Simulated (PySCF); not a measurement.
Gas-phase reaction: 2 HPO3 + H ⇌ 2 HPO2 + HO2

Method: PySCF energies plus ideal-gas RRHO corrections (1 bar). † marks an energy on the PBE0/def2-TZVP geometry and frequencies. CCSD(T) freezes the core. Open shells (unrestricted): H (multiplicity 2), HO2 (multiplicity 2); the rest are closed-shell singlets. HPO3, HPO2: computed as isolated molecules; such fragments, hydroxides, amides, oligomers or adducts are transient or little studied in the gas. CCSD(T) isn't extrapolated to the basis-set limit.

```json
[
 {"level": "CCSD(T)/def2-SVP†", "ΔH°(298 K), kJ": "[?]"},
 {"level": "CCSD(T)/def2-TZVPP†", "ΔH°(298 K), kJ": "264"},
 {"level": "HF/def2-TZVP†", "ΔH°(298 K), kJ": "274"},
 {"level": "PBE0/def2-QZVP†", "ΔH°(298 K), kJ": "263"},
 {"level": "PBE0/def2-SVP†", "ΔH°(298 K), kJ": "[?]"}
]
```

Question: Fill in the missing entries.

Answer: 
- CCSD(T)/def2-SVP†, ΔH°(298 K), kJ: 161
- PBE0/def2-SVP†, ΔH°(298 K), kJ: 174
